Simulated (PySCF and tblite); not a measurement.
CF3CH2NH2, C₂H₄F₃N, numbered as in [NH2:1][CH2:2][C:3]([F:4])([F:5])[F:6].

Free energies: CAM-B3LYP-D3(BJ)/def2-TZVP (IEF-PCM, dimethylsulfoxide) on PBE0-D3(BJ)/def2-SVP structures plus GFN2-xTB thermal terms, symmetry and mirror images included. Conformers within 3 kcal/mol (GFN2-xTB free energy) were kept, 4 at most. GIAO shieldings: PBE0/pcSseg-1 (IEF-PCM, dimethylsulfoxide). Shifts are against TMS (¹H), TMS (¹³C), CFCl3 (¹⁹F), NH3 (¹⁵N) at the same level. Programs: PySCF with density fitting and tblite.

Torsions listed: H1–N1–C2–C3. Of a mirror pair one member is shown.

| conformer | shape | weight % | dipole D |
| --- | --- | --- | --- |
| 1 | -59° | 75.6 | 1.08 |
| 2 | -170° | 24.4 | 3.86 |

Task: How do the computed shifts compare with measured ones?

Result: 
| nucleus | signal | leading conformer | average | measured | medium |
| --- | --- | --- | --- | --- | --- |
| ¹⁹F | F4/F5/F6 | -92.5 | -91.7 | -72 | not stated |
| ¹⁹F | F4/F5/F6 | -92.5 | -91.7 | -76.2 | not stated |

Measured values: G. Saielli, R. Bini, A. Bagno, Computational 19F NMR. 2. Organic compounds, RSC Adv. 2014, ESI (exp. from Berger-Braun-Kalinowski 1994 and Everett 1995); Wikipedia, Fluorine-19 nuclear magnetic resonance spectroscopy.  The computed shifts are unscaled and lack vibrational corrections.


¹⁵N shifts are against a computed isolated NH3 molecule, about 20 ppm from the liquid.